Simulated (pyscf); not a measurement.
# Four-centre exchange: HC≡CH (SMILES C#C) + HBr (SMILES Br) → HC≡CH (SMILES C#C) + HBr (SMILES Br)

Gas phase, singlet surface, charge 0. Bonds broken: C1–H6, H3–Br5. Bonds formed: C1–H3, Br5–H6. Optimised with ωB97X-D3(BJ)/def2-SVP in PySCF. Correlated levels are frozen-core, on RHF or UHF. ΔMP2 is the change of the MP2 total energy from the triple- to the quadruple-zeta basis.

Transition state (Å):

```xyz
6

C      0.2252     0.4669    -0.1265
C      0.2353     1.6358    -0.5180
H      0.2104    -0.6620    -0.5302
H      0.2440     2.6610    -0.8614
Br     0.2039    -2.2487     0.7824
H      0.2255    -0.1917     0.8755
```

One imaginary mode, 1608i cm⁻¹; descent along it reached the two sides named.

| bond | change | reactant side (Å) | saddle | product side |
|---|---|---|---|---|
| C1–H6 | breaks | 1.077 | 1.199 | 2.499 |
| H3–Br5 | breaks | 1.424 | 2.059 | 4.2 |
| C1–H3 | forms | 2.501 | 1.199 | 1.077 |
| Br5–H6 | forms | 4.2 | 2.059 | 1.424 |

Electronic energies relative to the separated reactants (eV):

```tsv
level	barrier	reaction energy	reverse barrier
ωB97X-D3(BJ)/def2-TZVP	2.54	0.00	2.54
PBE/def2-TZVP	1.79	0.00	1.79
r²SCAN/def2-TZVP	1.97	0.00	1.97
B3LYP-D3(BJ)/def2-TZVP	2.14	0.00	2.14
PBE0-D3(BJ)/def2-TZVP	2.12	0.00	2.12
M06-2X/def2-TZVP	2.49	0.00	2.49
ωB97M-D3(BJ)/def2-TZVP	2.51	0.00	2.51
HF/def2-TZVP	3.20	0.00	3.20
MP2/def2-QZVPP	2.73	0.00	2.73
CCSD/def2-TZVPP	2.81	0.00	2.81
CCSD(T)/def2-TZVPP	2.60	0.00	2.60
CCSD(T)/def2-TZVPP + ΔMP2(QZVPP)	2.56	0.00	2.56
```

With CCSD(T)/def2-TZVPP + ΔMP2(QZVPP) energies and thermal terms (ideal gas, 1 atm, RRHO with modes under 100 cm⁻¹ raised to 100, one conformer, R ln 2 for chiral ones without a mode under 150 cm⁻¹), in eV:

```json
[
 {"T (K)": "298", "ΔH‡": "2.42", "ΔG‡": "2.76", "ΔH": "0.00", "ΔG": "0.00"},
 {"T (K)": "600", "ΔH‡": "2.42", "ΔG‡": "3.10", "ΔH": "0.00", "ΔG": "0.00"},
 {"T (K)": "900", "ΔH‡": "2.43", "ΔG‡": "3.44", "ΔH": "0.00", "ΔG": "0.00"},
 {"T (K)": "1200", "ΔH‡": "2.45", "ΔG‡": "3.77", "ΔH": "0.00", "ΔG": "0.00"}
]
```

The same reactants have a lower exit, to H₂C=CH–Br (barrier +1.78 eV at ωB97M-D3(BJ), against +2.51 eV here). One saddle was located; it need not be the lowest between these sides. The CCSD(T) − MP2 part came from Ansatz, without density fitting, on the same reference. The largest closed-shell T1 diagnostic is 0.031, which may signal static correlation. The frozen core leaves the outer d or s,p core shells of the metals and heavy elements correlated in the MP2 and CC values, and def2-TZVPP describes them poorly, which can shift differences by a few kcal/mol. Elements up to Kr have no core potential and no relativistic terms here.
